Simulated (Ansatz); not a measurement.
Input file:

```yaml
crystal:
  periodic: [false, false, false]
  atoms:
    - {symbol: Al, position_ang: [0.000000, -0.095072, 0.014830]}
    - {symbol: H, position_ang: [0.000000, 1.474209, -1.644692]}
    - {symbol: H, position_ang: [0.000000, 1.070769, 1.247710]}
basis:
  gaussian: {orbitals: "6-31++G**"}
total_charge: -1
correlation: {active_space: {window: {electrons: 2, orbitals: 9}}}
accuracy: high
```

```sh
$ ansatz run in.yaml --threads 1 --pin off --events-out ev --progress --plain --max-ram 2393MiB
```

Problem. Roughly how long does this take on 1 thread of Arm Neoverse V1, shared host, and how much host memory?

Solution. 6.5 s wall and 0.15 GiB.

```
608 factors; integrals over basis functions are off by at most 3.6e-9 eV
mean field evaluation 1: about -6611.4509 eV, gradient 8.2e0 eV
mean field evaluation 2: about -6611.4529 eV, gradient 8.2e0 eV
mean field evaluation 4: about -6612.0485 eV, gradient 8.3e-1 eV
mean field evaluation 8: about -6612.0618 eV, gradient 1.8e-3 eV
mean field -6612.06184329 eV, -242.9887909245 hartree, gradient 2.9e-8 eV, S^2 0.000000; 0 other end points of the search recorded, 0 dependent functions left out
reference -6612.06184329 eV, -242.9887909245 hartree; 8, 8 occupied and 27, 27 virtual orbitals, 608 factors
state -6612.83925555 eV, -243.0173602979 hartree
Total energy: -6612.83925555 eV, -243.0173602979 hartree
```
